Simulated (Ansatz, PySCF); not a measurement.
Lewis adducts of Ga(H)3. Isolated molecules, 0 K electronic values unless said otherwise. One relaxed conformer stands for each flexible species; it need not be the lowest. Strings in code marks are SMILES.

Quantity: vertical ionisation energy (energy after one electron is removed minus that of the parent at the parent's geometry), in eV.

Level 1: ωB97X-D3(BJ)/def2-TZVP // PBE0-D3(BJ)/def2-SVP (PySCF)
Level 2: minus the HOMO energy of PBE-D3(BJ)/def2-TZVP // PBE0-D3(BJ)/def2-SVP (PySCF)
Level 3: minus the HOMO energy of ωB97X-D3(BJ)/def2-TZVP // PBE0-D3(BJ)/def2-SVP (PySCF)
Level 4: HF/cc-pVTZ // PBE0-D3(BJ)/def2-SVP (Ansatz, a quantum-chemistry and plane-wave program)

| species | level 2 | level 3 | level 4 |
|---|---|---|---|
| [Ga(H)3(H2S)] | 6.64 | 10.40 | 9.70 |
| `COC` | 5.85 | 9.98 | 8.90 |
| `O` | 6.98 | 11.62 | 10.90 |
| `S` | 6.19 | 10.00 | 9.20 |
| [Ga(H)3(NH3)] | 6.22 | 9.99 | 9.38 |
| `[GaH3]` | 7.34 | 11.11 | 10.59 |
| [Ga(H)3(CO)] | 7.15 | 10.79 | 10.20 |
| `CC#N` | 8.07 | 11.98 | 10.85 |

What does level 1 give for each?


- [Ga(H)3(H2S)]: 10.53
- `COC`: 10.09
- `O`: 12.72
- `S`: 10.48
- [Ga(H)3(NH3)]: 10.18
- `[GaH3]`: 11.46
- [Ga(H)3(CO)]: 10.97
- `CC#N`: 12.31
